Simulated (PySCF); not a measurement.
# Ionising MgSi

PBE0; basis Mg aug-pcseg-1, Si aug-pcseg-1; no relativity; PySCF 2.14. Neutral (UKS): triplet (π ↑↑), Re = 2.589 Å, ωe = 294 cm⁻¹, De = 1.05 eV, HOMO -5.18 eV, LUMO -2.77 eV.

MgSi⁻ (UKS): quartet (σ ↑, π ↑↑), Re = 2.720 Å, ωe = 236 cm⁻¹, De = 0.98 eV to Mg + Si⁻. The energies at the minima are -489.22104 hartree for MgSi and -489.27294 for MgSi⁻.

Problem. Work out the adiabatic electron affinity, without and with harmonic zero-point energies (1 hartree = 27.2114 eV, 1 eV = 8065.5 cm⁻¹), and the change of the bond length.

Solution. At PBE0: 0.05190 hartree = 1.412 eV between the minima; the zero-point term (294.0 − 236.0)/2 cm⁻¹ = +0.004 eV makes it 1.416 eV. Re changes by +13.1 pm against the neutral. The electron enters a σ orbital; in so polar a molecule the change of length follows mostly from the change of the ionic charges.

For an ion De counts to the pair picked by the measured ionisation energies or electron affinities, which need not be the lowest pair at this level. States were picked by a PBE0 search and need not be the measured ground states.
